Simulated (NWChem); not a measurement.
System meant: NO cation

The following NWChem deck was run.

```
start job
memory heap 200 mb stack 900 mb global 1100 mb
charge 1
geometry units angstroms noautosym nocenter noautoz
  N      0.000000     0.000000    -0.573251
  O      0.000000     0.000000     0.503114
end
basis spherical
  * library 6-31g*
end
dft
  xc m06-2x
  iterations 150
end
property
  shielding
end
task dft property
```

End of the output:

```
 Vector   10  Occ=0.000000D+00  E= 6.536706D-02
              MO Center= -8.0D-11,  2.8D-11, -5.1D-01, r^2= 2.0D+00
   Bfn.  Coefficient  Atom+Function         Bfn.  Coefficient  Atom+Function
  ----- ------------  ---------------      ----- ------------  ---------------
     6      2.556589  1 N  s                 20     -2.558732  2 O  s
     9      2.113236  1 N  pz                23      1.338497  2 O  pz
    16     -0.303415  2 O  s                  5      0.279875  1 N  pz
    19      0.267655  2 O  pz                15      0.110122  2 O  s
     1     -0.058695  1 N  s                 26     -0.051215  2 O  d  0

 center of mass
 --------------
 x =   0.00000000 y =   0.00000000 z =   0.00125923

 moments of inertia (a.u.)
 ------------------
          30.890849794645           0.000000000000           0.000000000000
           0.000000000000          30.890849794645           0.000000000000
           0.000000000000           0.000000000000           0.000000000000

     Multipole analysis of the density
     ---------------------------------

     L   x y z        total         alpha         beta         nuclear
     -   - - -        -----         -----         ----         -------
     0   0 0 0      1.000000     -7.000000     -7.000000     15.000000

     1   1 0 0     -0.000000     -0.000000     -0.000000      0.000000
     1   0 1 0      0.000000      0.000000      0.000000      0.000000
     1   0 0 1     -0.199309     -0.111140     -0.111140      0.022970

     2   2 0 0     -5.921050     -2.960525     -2.960525      0.000000
     2   1 1 0      0.000000      0.000000      0.000000      0.000000
     2   1 0 1      0.000000      0.000000      0.000000      0.000000
     2   0 2 0     -5.921050     -2.960525     -2.960525      0.000000
     2   0 1 1     -0.000000     -0.000000     -0.000000      0.000000
     2   0 0 2     -5.382606    -10.414277    -10.414277     15.445948

          -----------------------------------------
          Chemical Shielding Tensors (GIAO, in ppm)
          -----------------------------------------

 ------------------------------------------------------------------------
  xm06: d2 not coded                    0
 ------------------------------------------------------------------------
 ------------------------------------------------------------------------
  current input line :
    18: task dft property
 ------------------------------------------------------------------------
 ------------------------------------------------------------------------
 This error has not yet been assigned to a category
 ------------------------------------------------------------------------
 For more information see the NWChem manual at https://nwchemgit.github.io

0: xm06: d2 not coded:Received an Error in Communication
```

Question: Find the fault in this run and fix the input.

Answer: The program stopped with an error. Cause: this functional's second derivatives, which shieldings need, aren't coded here; the fix takes a hybrid GGA instead. This input runs:
```
start job
memory heap 200 mb stack 900 mb global 1100 mb
charge 1
geometry units angstroms noautosym nocenter noautoz
  N      0.000000     0.000000    -0.573251
  O      0.000000     0.000000     0.503114
end
basis spherical
  * library 6-31g*
end
dft
  xc pbe0
  iterations 150
end
property
  shielding
end
task dft property
```
It converges to -129.39404 Ha (PBE0/6-31G* (spherical d), GIAO).
